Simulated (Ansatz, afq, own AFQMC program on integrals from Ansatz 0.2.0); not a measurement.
AFQMC on a folder of integrals that Ansatz 0.2.0 wrote.

```yaml
crystal:
  periodic: [false, false, false]
  atoms:
    - {symbol: Ge, position_ang: [0.000000, 0.007581, 0.224013]}
    - {symbol: C, position_ang: [0.000000, -0.083229, -1.333342]}
    - {symbol: H, position_ang: [0.000000, 1.334635, 0.982773]}
    - {symbol: H, position_ang: [0.000000, -1.254677, 1.074106]}
    - {symbol: H, position_ang: [0.000000, 0.365475, -2.312758]}
basis:
  gaussian: {orbitals: cc-pVDZ}
magnetization: {spin_polarized: true, initial_magnetization: 1}
correlation: {method: ccsd_t, electrons: outside_noble_gas, hamiltonian_folder: ham}
```

```sh
$ ansatz run in.yaml --threads 1 --pin off --events-out ev --progress --plain --max-ram 1382MiB
```

afq runs on the folder ham with

```
--method phaseless --trial cisd --walkers 60 --populations 1 --least-time 40 --time-step 0.005 --steps-per-block 50 --equilibration-blocks 28 --max-blocks 300 --target-error 0.0004 --factor-cut 1e-05 --start spin_pure --seed 8701 --release-times 0.24,0.51,0.99,1.62,2.4 --release-step 0.03 --release-every 4 --taylor-order 6
```

Times are imaginary, in 1/Eh. The walk had a cap of 1706 s. Filled inner d shells are frozen with the cores.

Output of the walk:

```
orbitals 41  electrons 6 5  factors 340 of 590
reference energy -2114.78222933 Eh
CCSD correlation -0.23129709 Eh in 13 cycles, weight of the determinant in the CISD state 0.8412
energy of the start -2115.001558 Eh
 block  time / (1/Eh)  mean weight  energy / Eh
     1     0.250  0.9996  -2115.004045
     2     0.500  0.9997  -2115.008485
     3     0.750  0.9996  -2115.009505
     4     1.000  0.9996  -2115.011531
     5     1.250  1.0015  -2115.013337
     7     1.750  1.0012  -2115.015711
     9     2.250  0.9991  -2115.021407
    17     4.250  0.9992  -2115.020966
    33     8.250  0.9984  -2115.021673
    49    12.250  1.0002  -2115.026382
    57    14.250  0.9976  -2115.014019
    65    16.250  0.9984  -2115.021571
    81    20.250  1.0011  -2115.019465
    97    24.250  1.0008  -2115.021009
   113    28.250  0.9999  -2115.020484
   129    32.250  0.9998  -2115.023093
   137    34.250  0.9993  -2115.045706
   145    36.250  1.0002  -2115.017183
   161    40.250  1.0006  -2115.024055
   177    44.250  1.0011  -2115.020165
   193    48.250  1.0005  -2115.027924
   209    52.250  0.9984  -2115.015078
   225    56.250  1.0004  -2115.017384
   241    60.250  1.0016  -2115.024672
   257    64.250  1.0009  -2115.027349
   273    68.250  1.0003  -2115.020180
   289    72.250  1.0000  -2115.017439
   305    76.250  1.0002  -2115.023029
   321    80.250  1.0018  -2115.020324
blocks merged  error / Eh  count
     1  0.000277  300
     2  0.000345  150
     4  0.000393  75
     8  0.000417  37
    16  0.000455  18
    32  0.000507  9
released: time / (1/Eh)  energy / Eh  error  mean overlap
  0.24  -2115.022985  0.000596  0.9951
  0.51  -2115.022539  0.000437  0.9912
  0.99  -2115.023052  0.000423  0.9750
  1.62  -2115.023114  0.000472  0.9676
  2.40  -2115.022514  0.000520  0.9726
energy -2115.022706 +/- 0.000455 Eh
(rows thinned)
```

The run passed its tests (sampling time, drift between the halves within three errors, error under three times the target), which doesn't prove that it has relaxed.

Against this walk (error 12.4 meV) on the same determinant: CCSD(T) 48.6 meV higher. The error is statistical and leaves out the bias of the constraint. The determinant has ⟨S²⟩ = 0.97, so the low cluster orders mix in higher spin (the high orders can go on to a lower state of that spin), while the walk starts as a pure doublet. None of these is a sure reference here. Released to 2.40 1/Eh the energy moves by 5 ± 19 meV (both errors), within twice the noise.

Cautions: constraint bias not in the error; error above the target (12.4 against 10.9 meV); no relativity below Rb; no spin-orbit coupling; inner d shell frozen; higher spins were not checked; raised T1 diagnostic (T1 0.044, weight of the determinant 0.84, largest double 0.13); unrestricted determinant spin contaminated (⟨S²⟩ 0.97 against 0.75); the bias of populations of 60 walkers isn't removed.

The walk took 9.6 min on 1 thread of Arm Neoverse V2, with other jobs on the host. The log's last line is the phaseless energy.

A walk keeps the symmetry of its determinant, which the program's search chose and which needn't be the lowest solution, so a lower state of the same spin and another symmetry isn't excluded.
